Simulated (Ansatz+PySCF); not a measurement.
Two shapes of singlet CH4.

Shape 1:

```xyz
5

C     0.0000    0.0000    0.0000
H     0.6340    0.6340    0.6340
H     0.6340   -0.6340   -0.6340
H    -0.6340    0.6340   -0.6340
H    -0.6340   -0.6340    0.6340
```

Shape 2:

```xyz
5

C     0.0000    0.0000    0.0000
H     0.6847    0.6847    0.6847
H     0.6847   -0.6847   -0.6847
H    -0.6847    0.6847   -0.6847
H    -0.6847   -0.6847    0.6847
```

Basis set: def2-SVP (spherical functions). Frozen core: 1 orbital. Charge 0, multiplicity 1.

Computed with Ansatz (development build ahead of 0.2.0); each method stands on the lowest determinant of its kind that the runs found.

Q: Which shape is lower in energy, and by how much in each method?

A:

| method | E(2) − E(1) (eV) |
| --- | --- |
| RHF | 0.575 |
| UHF | 0.575 |
| UHF-MP2 | 0.491 |
| RHF-CCSD | 0.456 |
| UHF-CCSD | 0.456 |

Shape 1 is lower.
